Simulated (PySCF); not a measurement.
C₃H₉N, SMILES CN(C)C (connectivity only; charge and spin as stated), charge +1, multiplicity 2. Geometry: B3LYP-D3(BJ)/def2-SVP. The multiplicity is an assumed one; other spin states were not compared.

Computed with B3LYP-D3(BJ)/def2-SVP run with PySCF 2.14.0.

Harmonic wavenumbers (cm⁻¹): 81, 81, 110, 343, 421, 421, 789, 1006, 1006, 1027, 1027, 1079, 1120, 1292, 1292, 1386, 1397, 1397, 1424, 1424, 1428, 1465, 1465, 1480, 3003, 3003, 3014, 3077, 3079, 3079, 3184, 3186, 3186. Rotational constants (GHz): 8.456, 8.456, 4.596; symmetry number 3.

### Question
Work out the zero-point energy and the ideal-gas rigid-rotor harmonic-oscillator thermochemistry at 298.15 K and 1 atm.

### Answer
ZPE = ½ Σ hcν = ½ × 51769 cm⁻¹ = 74.01 kcal/mol. H − E(el) = 78.61 kcal/mol. Entropy in cal/(mol K): translation 38.15, rotation 22.21, vibration 14.87, spin 1.38, total 76.61. G − E(el) = 55.77 kcal/mol. Cp = 22.10 cal/(mol K). Modes under 150 cm⁻¹ make the vibrational entropy uncertain.
